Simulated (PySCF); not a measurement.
# How the method moves the HOMO and LUMO of `CCC=C(F)F`

Compound: C4H6F2.
Numbering: `[CH3:1][CH2:2][CH:3]=[C:4]([F:5])[F:6]` (hydrogens: H7, H8, H9 on C1; H10, H11 on C2; H12 on C3)

Geometry (PBE0-D3(BJ)/def2-SVP, Å), atoms numbered from 1 in this order:
```
atom  x, y, z in Å
C1    -1.645   -0.021   -0.142
C2    -0.272   -0.688   -0.152
C3     0.773    0.102    0.570
C4     1.864    0.601    0.003
F5     2.186    0.467   -1.266
F6     2.785    1.298    0.628
H7    -2.001    0.147    0.887
H8    -2.391   -0.647   -0.654
H9    -1.615    0.956   -0.646
H10    0.053   -0.863   -1.189
H11   -0.351   -1.685    0.315
H12    0.655    0.306    1.638
```

Basis pcSseg-2 throughout (PySCF), one geometry. Geometry: PBE0-D3(BJ)/def2-SVP, one conformer, isolated molecule.

Task: How do the orbital energies, the gap and the dipole change with the method?

Result: 
```csv
method,kind,HOMO (eV),LUMO (eV),gap (eV),μ (D),SCF cycles
BLYP,GGA,-5.85,-0.37,5.49,1.48,16
OPBE,GGA,-5.88,-0.26,5.62,1.37,15
B97-D,GGA,-5.93,-0.32,5.61,1.46,14
PBE,GGA,-5.96,-0.42,5.54,1.43,14
KT2,GGA,-6.00,-0.40,5.60,1.47,15
KT3,GGA,-6.01,-0.46,5.55,1.45,14
BP86,GGA,-6.05,-0.46,5.59,1.44,15
LDA,LDA,-6.15,-0.65,5.50,1.55,15
B97-2,global hybrid,-6.96,0.46,7.42,1.58,14
B3LYP,global hybrid,-7.03,0.16,7.19,1.62,14
PBE0,global hybrid,-7.22,0.46,7.68,1.60,14
mPW1PW91,global hybrid,-7.25,0.44,7.68,1.61,14
BHandHLYP,global hybrid,-8.38,1.03,9.41,1.78,13
CAM-B3LYP,range-separated hybrid,-8.62,1.19,9.80,1.69,12
wB97X-D,range-separated hybrid,-9.07,2.20,11.26,1.61,12
LC-wPBE,range-separated hybrid,-9.94,2.34,12.28,1.66,13
HF,Hartree–Fock,-10.04,2.63,12.68,1.85,11
```

The HOMO spans 4.19 eV, from BLYP down to HF, and the gap runs from 5.49 eV (BLYP) to 12.68 eV (HF). Over the methods BLYP (0 %), OPBE (0 %), B97-D (0 %), PBE (0 %), KT2 (0 %), KT3 (0 %), BP86 (0 %), LDA (0 %), B97-2 (21 %), B3LYP (20 %), PBE0 (25 %), mPW1PW91 (25 %), BHandHLYP (50 %), HF (100 %), a straight line through the gap against the share of exact exchange rises by 0.73 eV for each 10 % (correlation coefficient 0.997). The dipole ranges from 1.37 D (OPBE) to 1.85 D (HF). This basis has no diffuse functions.
